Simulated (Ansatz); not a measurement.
A calculation with Ansatz (development build ahead of 0.2.0).

```yaml
crystal:
  periodic: [false, false, false]
  atoms:
    - { symbol: B, position_ang: [0.0, 0.0, 0.0] }
    - { symbol: H, position_ang: [1.08748, 0.0, 0.62786] }
    - { symbol: H, position_ang: [-1.08748, 0.0, 0.62786] }
basis:
  gaussian: { orbitals: "6-31G" }
total_charge: 1
hamiltonian:
  xc: hf
correlation:
  method: fci
  frozen_orbitals: { B: 1, H: 0 }
```

The input is written out in the form of the current development build from the run's settings.

The run gave:

| Quantity | Value |
| --- | --- |
| Converged | yes |
| Total energy | -25.46303 hartree |
| State | lowest singlet root, of any spatial symmetry |
